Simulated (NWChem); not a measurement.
System: CH$_{6}$Si; SMILES C[SiH3]

Here is an NWChem input.

```
start job
memory heap 200 mb stack 900 mb global 1100 mb
geometry units angstroms
  Si     0.000000     0.000000     0.625990
  C      0.000000     0.000000    -1.264657
  H     -1.063425    -0.923150     1.159528
  H     -0.267759     1.382528     1.159528
  H      1.331184    -0.459378     1.159528
  H      0.197033    -1.017302    -1.658399
  H      0.782493     0.679286    -1.658399
  H     -0.979526     0.338016    -1.658399
end
basis spherical
  * library def2-svp
end
dft
  xc xcamb88 1.00 lyp 0.81 vwn_5 0.19 hfexch 1.00
  cam 0.33 cam_alpha 0.19 cam_beta 0.46
  iterations 150
end
driver
  maxiter 120
end
task dft optimize
task dft freq
```

Excerpt of the output:

```
             Northwest Computational Chemistry Package (NWChem) 7.3.0
             --------------------------------------------------------

 C3V symmetry detected

                             Geometry "geometry" -> ""
                             -------------------------

 Output coordinates in angstroms (scale by  1.889725989 to convert to a.u.)

  No.       Tag          Charge          X              Y              Z
 ---- ---------------- ---------- -------------- -------------- --------------
    1 Si                  14.0000    -0.00000000    -0.00000000     0.63832442
    2 C                    6.0000     0.00000000     0.00000000    -1.25232258
    3 H                    1.0000     0.99576070     0.99576070     1.17186242
    4 H                    1.0000     0.36447371    -1.36023441     1.17186242
    5 H                    1.0000    -1.36023441     0.36447371     1.17186242
    6 H                    1.0000    -0.26819016     1.00089930    -1.64606458
    7 H                    1.0000    -0.73270914    -0.73270914    -1.64606458
    8 H                    1.0000     1.00089930    -0.26819016    -1.64606458

 Effective nuclear repulsion energy (a.u.)      62.1096881731

      Symmetry information
      --------------------

 Group name             C3v
 Group number             17
 Group order               6
 No. of unique centers     4

                                Z-matrix (autoz)
                                --------

 Units are Angstrom for bonds and degrees for angles

      Type          Name      I     J     K     L     M      Value
      ----------- --------  ----- ----- ----- ----- ----- ----------
    1 Stretch                  1     2                       1.89065
    2 Stretch                  1     3                       1.50590
    3 Stretch                  1     4                       1.50590
    4 Stretch                  1     5                       1.50590
    5 Stretch                  2     6                       1.10849
    6 Stretch                  2     7                       1.10849
    7 Stretch                  2     8                       1.10849
    8 Bend                     1     2     6               110.80598
    9 Bend                     1     2     7               110.80598
   10 Bend                     1     2     8               110.80598
   11 Bend                     2     1     3               110.75042
   12 Bend                     2     1     4               110.75042
   13 Bend                     2     1     5               110.75042
   14 Bend                     3     1     4               108.16228
   15 Bend                     3     1     5               108.16228
   16 Bend                     4     1     5               108.16228
   17 Bend                     6     2     7               108.10411
   18 Bend                     6     2     8               108.10411
   19 Bend                     7     2     8               108.10411
   20 Torsion                  3     1     2     6         -60.00000
   21 Torsion                  3     1     2     7         180.00000
   22 Torsion                  3     1     2     8          60.00000
   23 Torsion                  4     1     2     6        -180.00000
   24 Torsion                  4     1     2     7          60.00000
   25 Torsion                  4     1     2     8         -60.00000
   26 Torsion                  5     1     2     6          60.00000
   27 Torsion                  5     1     2     7         -60.00000
   28 Torsion                  5     1     2     8         180.00000

                           NWChem Geometry Optimization
                           ----------------------------

[...]

      ----------------------
      Optimization converged
      ----------------------

  Step       Energy      Delta E   Gmax     Grms     Xrms     Xmax
  ---- ---------------- -------- -------- -------- -------- --------
@    3    -331.05647207 -3.7D-07  0.00011  0.00003  0.00024  0.00065
                                     ok       ok       ok       ok

                                Z-matrix (autoz)
                                --------

 Units are Angstrom for bonds and degrees for angles

      Type          Name      I     J     K     L     M      Value     Gradient
      ----------- --------  ----- ----- ----- ----- ----- ---------- ----------
    1 Stretch                  1     2                       1.87866    0.00011
    2 Stretch                  1     3                       1.49042   -0.00003
    3 Stretch                  1     4                       1.49042   -0.00003
    4 Stretch                  1     5                       1.49042   -0.00003
    5 Stretch                  2     6                       1.10024    0.00001
    6 Stretch                  2     7                       1.10024    0.00001
    7 Stretch                  2     8                       1.10024    0.00001
    8 Bend                     1     2     6               110.89093   -0.00003
    9 Bend                     1     2     7               110.89093   -0.00003
   10 Bend                     1     2     8               110.89093   -0.00003
   11 Bend                     2     1     3               110.67447   -0.00000
   12 Bend                     2     1     4               110.67447   -0.00000
   13 Bend                     2     1     5               110.67447   -0.00000
   14 Bend                     3     1     4               108.24163    0.00000
   15 Bend                     3     1     5               108.24163    0.00000
   16 Bend                     4     1     5               108.24163    0.00000
   17 Bend                     6     2     7               108.01495    0.00003
   18 Bend                     6     2     8               108.01495    0.00003
   19 Bend                     7     2     8               108.01495    0.00003
   20 Torsion                  3     1     2     6         -60.00000   -0.00000
   21 Torsion                  3     1     2     7         180.00000   -0.00000
   22 Torsion                  3     1     2     8          60.00000   -0.00000
   23 Torsion                  4     1     2     6         180.00000   -0.00000
   24 Torsion                  4     1     2     7          60.00000   -0.00000
   25 Torsion                  4     1     2     8         -60.00000   -0.00000
   26 Torsion                  5     1     2     6          60.00000   -0.00000
   27 Torsion                  5     1     2     7         -60.00000    0.00000
   28 Torsion                  5     1     2     8         180.00000    0.00000

[...]

 Rotational Constants
 --------------------
 A=   1.857885 cm-1  (  2.673022 K)
 B=   0.362500 cm-1  (  0.521545 K)
 C=   0.362500 cm-1  (  0.521545 K)

 Temperature                      =   298.15K
 frequency scaling parameter      =   1.0000

 Zero-Point correction to Energy  =   38.606 kcal/mol  (  0.061522 au)
 Thermal correction to Energy     =   41.166 kcal/mol  (  0.065602 au)
 Thermal correction to Enthalpy   =   41.758 kcal/mol  (  0.066546 au)

 Total Entropy                    =   60.451 cal/mol-K
   - Translational                =   37.388 cal/mol-K (mol. weight =  46.0239)
   - Rotational                   =   19.227 cal/mol-K (symmetry #  =        3)
   - Vibrational                  =    3.836 cal/mol-K

 Cv (constant volume heat capacity) =   13.458 cal/mol-K
   - Translational                  =    2.979 cal/mol-K
   - Rotational                     =    2.979 cal/mol-K
   - Vibrational                    =    7.500 cal/mol-K

[normal modes left out]

 ----------------------------------------------------------------------------
 Normal Eigenvalue ||           Projected Infra Red Intensities
  Mode   [cm**-1]  || [atomic units] [(debye/angs)**2] [(KM/mol)] [arbitrary]
 ------ ---------- || -------------- ----------------- ---------- -----------
    1       -0.000 ||    0.000150           0.003         0.147       0.040
    2       -0.000 ||    0.000011           0.000         0.010       0.003
    3       -0.000 ||    0.000160           0.004         0.156       0.043
    4        0.000 ||    0.000147           0.003         0.143       0.040
    5        0.000 ||    0.000158           0.004         0.154       0.042
    6        0.000 ||    0.000000           0.000         0.000       0.000
    7      244.248 ||    0.000000           0.000         0.000       0.000
    8      547.785 ||    0.007321           0.169         7.137       1.968
    9      547.785 ||    0.007321           0.169         7.137       1.968
   10      710.085 ||    0.011042           0.255        10.764       2.968
   11      892.716 ||    0.069321           1.599        67.578      18.631
   12      892.716 ||    0.069321           1.599        67.578      18.631
   13      944.140 ||    0.238904           5.512       232.896      64.209
   14      971.170 ||    0.049288           1.137        48.049      13.247
   15      971.170 ||    0.049288           1.137        48.049      13.247
   16     1287.963 ||    0.019746           0.456        19.250       5.307
   17     1446.088 ||    0.004205           0.097         4.099       1.130
   18     1446.088 ||    0.004205           0.097         4.099       1.130
   19     2243.859 ||    0.144378           3.331       140.747      38.803
   20     2243.859 ||    0.144378           3.331       140.747      38.803
   21     2248.624 ||    0.063874           1.474        62.268      17.167
   22     3067.750 ||    0.001765           0.041         1.721       0.474
   23     3155.925 ||    0.003998           0.092         3.898       1.075
   24     3155.925 ||    0.003998           0.092         3.898       1.075
 ----------------------------------------------------------------------------
```

Level: CAM-B3LYP/def2-SVP.
